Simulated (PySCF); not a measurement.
PySCF job for AlCl3, SMILES [Al]([Cl])([Cl])[Cl], B3LYP-D3(BJ)/def2-SVP. 

```python
import numpy as np
from pyscf import gto, scf, dft
from pyscf.geomopt import geometric_solver

mol = gto.M(
    atom='''
    Al    0.00000000    0.00000000    0.01474168
    Cl    1.75779130   -1.01486128   -0.00375768
    Cl   -1.75779130   -1.01486128   -0.00375768
    Cl   -0.00000000    2.02972256   -0.00375768
    ''',
    basis='def2-SVP',
    charge=0,
    spin=0,
    max_memory=1600,
    verbose=3,
)
mf = dft.RKS(mol, xc='b3lyp').density_fit(auxbasis='def2-universal-jkfit')
mf.disp = 'd3bj'
mf.grids.level = 3
mf.conv_tol = 1e-9
mf.max_cycle = 100
mf.kernel()
grad = mf.nuc_grad_method()
grad.grid_response = mol.nao <= 150
conv, mol_eq = geometric_solver.kernel(grad, convergence_set='GAU_TIGHT', maxsteps=100)
print(mol_eq.tostring(format='xyz'))
mf.reset(mol_eq)
mf.kernel()
```

Program output:

```
converged SCF energy = -1622.79585459147
[banner and settings of the optimiser left out]
Geometry optimization cycle 1
Cartesian coordinates (Angstrom)
 Atom        New coordinates             dX        dY        dZ
  Al   0.000000   0.000000   0.014742    0.000000  0.000000  0.000000
  Cl   1.757791  -1.014861  -0.003758    0.000000  0.000000  0.000000
  Cl  -1.757791  -1.014861  -0.003758    0.000000  0.000000  0.000000
  Cl   0.000000   2.029723  -0.003758    0.000000  0.000000  0.000000

WARN: Mole.unit (angstrom) is changed to Bohr

converged SCF energy = -1622.79585459146
--------------- DFRKS_Scanner gradients ---------------
         x                y                z
0 Al    -0.0000000000    -0.0000301169     0.0006883951
1 Cl    -0.0197560997     0.0114231826    -0.0002277851
2 Cl     0.0197560997     0.0114231826    -0.0002277851
3 Cl    -0.0000000000    -0.0228162483    -0.0002328249
----------------------------------------------
cycle 1: E = -1622.79585459  dE = -1622.8  norm(grad) = 0.0395323
Step    0 : Gradient = 1.977e-02/2.282e-02 (rms/max) Energy = -1622.7958545915
Hessian Eigenvalues: 4.50000e-02 5.00000e-02 5.00000e-02 ... 3.13881e-01 3.13881e-01 3.13881e-01

Geometry optimization cycle 2
Cartesian coordinates (Angstrom)
 Atom        New coordinates             dX        dY        dZ
  Al   0.000000   0.000484  -0.028413    0.000000  0.000484 -0.043155
  Cl   1.790298  -1.034437   0.010591    0.032507 -0.019576  0.014349
  Cl  -1.790298  -1.034437   0.010591   -0.032507 -0.019576  0.014349
  Cl  -0.000000   2.068389   0.010699   -0.000000  0.038667  0.014456
converged SCF energy = -1622.79890296417
--------------- DFRKS_Scanner gradients ---------------
         x                y                z
0 Al     0.0000000000     0.0000268103    -0.0022072885
1 Cl    -0.0054614829     0.0031204472     0.0007339900
2 Cl     0.0054614829     0.0031204472     0.0007339900
3 Cl     0.0000000000    -0.0062677048     0.0007393084
----------------------------------------------
cycle 2: E = -1622.79890296  dE = -0.00304837  norm(grad) = 0.0111764
Step    1 : Displace = 4.141e-02/4.316e-02 (rms/max) Trust = 1.000e-01 (=) Grad = 5.588e-03/6.333e-03 (rms/max) E (change) = -1622.7989029642 (-3.048e-03) Quality = 1.192
Hessian Eigenvalues: 4.99999e-02 5.00000e-02 5.00000e-02 ... 2.50337e-01 3.13881e-01 3.13881e-01

Geometry optimization cycle 3
Cartesian coordinates (Angstrom)
 Atom        New coordinates             dX        dY        dZ
  Al  -0.000000   0.001962   0.073266   -0.000000  0.001478  0.101678
  Cl   1.806028  -1.045989  -0.023263    0.015730 -0.011552 -0.033854
  Cl  -1.806028  -1.045989  -0.023263   -0.015730 -0.011552 -0.033854
  Cl  -0.000000   2.090016  -0.023272   -0.000000  0.021627 -0.033970
converged SCF energy = -1622.79869616103
--------------- DFRKS_Scanner gradients ---------------
         x                y                z
0 Al    -0.0000000000     0.0001649340     0.0063188399
1 Cl     0.0015198868    -0.0010463766    -0.0021051284
2 Cl    -0.0015198868    -0.0010463766    -0.0021051284
3 Cl     0.0000000000     0.0019278192    -0.0021085832
----------------------------------------------
cycle 3: E = -1622.79869616  dE = 0.000206803  norm(grad) = 0.0079869
Step    2 : Displace = 6.127e-02/1.017e-01 (rms/max) Trust = 1.414e-01 (+) Grad = 3.993e-03/6.321e-03 (rms/max) E (change) = -1622.7986961610 (+2.068e-04) Quality = -0.288
Hessian Eigenvalues: 5.00000e-02 5.00000e-02 5.00000e-02 ... 2.54820e-01 3.13881e-01 3.13882e-01

Geometry optimization cycle 4
Cartesian coordinates (Angstrom)
 Atom        New coordinates             dX        dY        dZ
  Al  -0.000000  -0.003952   0.021101    0.000000 -0.005915 -0.052165
  Cl   1.811232  -1.039177  -0.005859    0.005204  0.006812  0.017403
  Cl  -1.811232  -1.039177  -0.005859   -0.005204  0.006812  0.017403
  Cl  -0.000000   2.082307  -0.005914   -0.000000 -0.007709  0.017358
converged SCF energy = -1622.79923118906
--------------- DFRKS_Scanner gradients ---------------
         x                y                z
0 Al     0.0000000000    -0.0003753345     0.0017331732
1 Cl     0.0007599871    -0.0000786130    -0.0005764821
2 Cl    -0.0007599871    -0.0000786130    -0.0005764821
3 Cl     0.0000000000     0.0005325604    -0.0005802090
----------------------------------------------
cycle 4: E = -1622.79923119  dE = -0.000535028  norm(grad) = 0.00236584
Step    3 : Displace = 3.110e-02/5.250e-02 (rms/max) Trust = 3.064e-02 (-) Grad = 1.183e-03/1.773e-03 (rms/max) E (change) = -1622.7992311891 (-5.350e-04) Quality = 0.968
Hessian Eigenvalues: 5.00000e-02 5.00000e-02 5.00000e-02 ... 2.79809e-01 3.13881e-01 3.13944e-01

Geometry optimization cycle 5
Cartesian coordinates (Angstrom)
 Atom        New coordinates             dX        dY        dZ
  Al   0.000000   0.002234  -0.000049    0.000000  0.006186 -0.021150
  Cl   1.802063  -1.044444   0.001146   -0.009169 -0.005267  0.007005
  Cl  -1.802063  -1.044444   0.001146    0.009169 -0.005267  0.007005
  Cl  -0.000000   2.086654   0.001226    0.000000  0.004347  0.007139
converged SCF energy = -1622.79928127424
--------------- DFRKS_Scanner gradients ---------------
         x                y                z
0 Al     0.0000000000     0.0000573487    -0.0000773352
1 Cl    -0.0003172684    -0.0000254911     0.0000256864
2 Cl     0.0003172684    -0.0000254911     0.0000256864
3 Cl     0.0000000000    -0.0000063666     0.0000259625
----------------------------------------------
cycle 5: E = -1622.79928127  dE = -5.00852e-05  norm(grad) = 0.000462517
Step    4 : Displace = 1.481e-02/2.204e-02 (rms/max) Trust = 4.332e-02 (+) Grad = 2.313e-04/3.193e-04 (rms/max) E (change) = -1622.7992812742 (-5.009e-05) Quality = 0.874
Hessian Eigenvalues: 5.00000e-02 5.00000e-02 5.00000e-02 ... 2.96876e-01 3.13881e-01 3.16336e-01

Geometry optimization cycle 6
Cartesian coordinates (Angstrom)
 Atom        New coordinates             dX        dY        dZ
  Al   0.000000   0.000098   0.001133    0.000000 -0.002136  0.001181
  Cl   1.805193  -1.042439   0.000760    0.003130  0.002005 -0.000386
  Cl  -1.805193  -1.042439   0.000760   -0.003130  0.002005 -0.000386
  Cl  -0.000000   2.084781   0.000816    0.000000 -0.001873 -0.000410
converged SCF energy = -1622.79928346652
--------------- DFRKS_Scanner gradients ---------------
         x                y                z
0 Al     0.0000000000    -0.0000172800     0.0000225137
1 Cl     0.0000009253    -0.0000057111    -0.0000074897
2 Cl    -0.0000009253    -0.0000057111    -0.0000074897
3 Cl    -0.0000000000     0.0000287022    -0.0000075343
----------------------------------------------
cycle 6: E = -1622.79928347  dE = -2.19229e-06  norm(grad) = 4.31878e-05
Step    5 : Displace = 3.065e-03/3.738e-03 (rms/max) Trust = 6.127e-02 (+) Grad = 2.159e-05/2.967e-05 (rms/max) E (change) = -1622.7992834665 (-2.192e-06) Quality = 0.998
Hessian Eigenvalues: 5.00000e-02 5.00000e-02 5.00000e-02 ... 2.85728e-01 3.12952e-01 3.13881e-01

Geometry optimization cycle 7
Cartesian coordinates (Angstrom)
 Atom        New coordinates             dX        dY        dZ
  Al   0.000000   0.000057   0.000879   -0.000000 -0.000040 -0.000254
  Cl   1.805241  -1.042369   0.000844    0.000048  0.000070  0.000084
  Cl  -1.805241  -1.042369   0.000844   -0.000048  0.000070  0.000084
  Cl  -0.000000   2.084681   0.000901   -0.000000 -0.000100  0.000085
converged SCF energy = -1622.79928347693
--------------- DFRKS_Scanner gradients ---------------
         x                y                z
0 Al    -0.0000000000    -0.0000109959     0.0000011385
1 Cl    -0.0000011926     0.0000007228    -0.0000003821
2 Cl     0.0000011926     0.0000007228    -0.0000003821
3 Cl     0.0000000000     0.0000095504    -0.0000003742
----------------------------------------------
cycle 7: E = -1622.79928348  dE = -1.04078e-08  norm(grad) = 1.4756e-05
Step    6 : Displace = 1.673e-04/2.569e-04 (rms/max) Trust = 8.665e-02 (+) Grad = 7.378e-06/1.105e-05 (rms/max) E (change) = -1622.7992834769 (-1.041e-08) Quality = 1.049
Hessian Eigenvalues: 5.00000e-02 5.00000e-02 5.00000e-02 ... 2.83360e-01 3.09297e-01 3.13881e-01

Geometry optimization cycle 8
Cartesian coordinates (Angstrom)
 Atom        New coordinates             dX        dY        dZ
  Al   0.000000   0.000063   0.000861    0.000000  0.000005 -0.000018
  Cl   1.805241  -1.042364   0.000850    0.000000  0.000005  0.000006
  Cl  -1.805241  -1.042364   0.000850   -0.000000  0.000005  0.000006
  Cl  -0.000000   2.084665   0.000907    0.000000 -0.000016  0.000006
converged SCF energy = -1622.79928347702
--------------- DFRKS_Scanner gradients ---------------
         x                y                z
0 Al    -0.0000000000     0.0000021420    -0.0000005376
1 Cl    -0.0000013630     0.0000006778     0.0000001755
2 Cl     0.0000013630     0.0000006778     0.0000001755
3 Cl    -0.0000000000    -0.0000034975     0.0000001867
----------------------------------------------
cycle 8: E = -1622.79928348  dE = -9.23137e-11  norm(grad) = 4.67341e-06
Step    7 : Displace = 1.371e-05/1.856e-05 (rms/max) Trust = 1.225e-01 (+) Grad = 2.337e-06/3.503e-06 (rms/max) E (change) = -1622.7992834770 (-9.231e-11) Quality = 0.428
Hessian Eigenvalues: 5.00000e-02 5.00000e-02 5.00000e-02 ... 2.83360e-01 3.09297e-01 3.13881e-01
Converged! =D

4
XYZ from PySCF
Al          0.00000000        0.00006253        0.00086144
Cl          1.80524129       -1.04236381        0.00084997
Cl         -1.80524129       -1.04236381        0.00084997
Cl         -0.00000000        2.08466510        0.00090725
converged SCF energy = -1622.79928347723
```

Self-consistency was reached.
